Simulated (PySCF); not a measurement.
Spectra and structures to be paired. Level of theory: PySCF, TDDFT CAM-B3LYP/aug-cc-pVTZ, vertical, gas phase, core orbitals frozen in the response. Geometries: PBE0-D3(BJ)/def2-TZVP; one conformer of each isolated species. Triplets are in the Tamm–Dancoff approximation.

A. `ClCl` (Cl2)
B. `OO` (H2O2)
C. `PO` (H3OP)

Lowest singlet levels (six at most, fewer where fewer were computed) with oscillator strengths:

1. 5.29 eV (f 0.003); 5.97 eV (f 0.000); 7.07 eV (f 0.007); 8.63 eV (f 0.017); 8.65 eV (f 0.088); 8.79 eV (f 0.000); T1 4.18 eV
2. 5.39 eV (f 0.041); 6.38 eV (f 0.081); 6.76 eV (f 0.002); 7.06 eV (f 0.114); 7.16 eV (f 0.011); 7.44 eV (f 0.002); T1 4.45 eV
3. 3.72 eV (f 0.002 summed over 2 states); 6.70 eV (f 0.000 summed over 2 states); 8.36 eV (f 0.000 summed over 2 states); 9.09 eV (f 0.118 summed over 2 states); 9.24 eV (f 0.325) [of 10 roots; the last level is left out, as the window may have cut its degenerate partner]; T1 2.90 eV

Question: Which spectrum belongs to which structure?

Answer: 1 = B, 2 = C, 3 = A.
- A: S1 at 3.72 eV, HOMO-1/HOMO→LUMO (≥95%); HOMO -10.13 and LUMO -1.94 eV; point group D∞h, 4 of its 9 listed states under f = 0.0005.
- B: S1 at 5.29 eV, HOMO→LUMO+1 (44%), HOMO→LUMO+2 (39%), HOMO→LUMO+3 (9%); Löwdin shares by element: HOMO oxygen 90%, hydrogen 10%; LUMO hydrogen 93%; HOMO -9.14 and LUMO 0.21 eV.
- C: S1 at 5.39 eV, HOMO→LUMO (79%), HOMO→LUMO+2 (8%); Löwdin shares by element: HOMO phosphorus 58%, hydrogen 21% or more, oxygen 18%; LUMO hydrogen 65%, phosphorus 28%; HOMO -8.73 and LUMO -0.03 eV.
B and C have S1 within 0.10 eV of each other; their strongest listed levels stand at 8.65 eV (f 0.088) and 7.06 eV (f 0.114).

A slash joins orbitals within 0.01 eV of each other, whose weights are summed (≥ marks a lower bound).
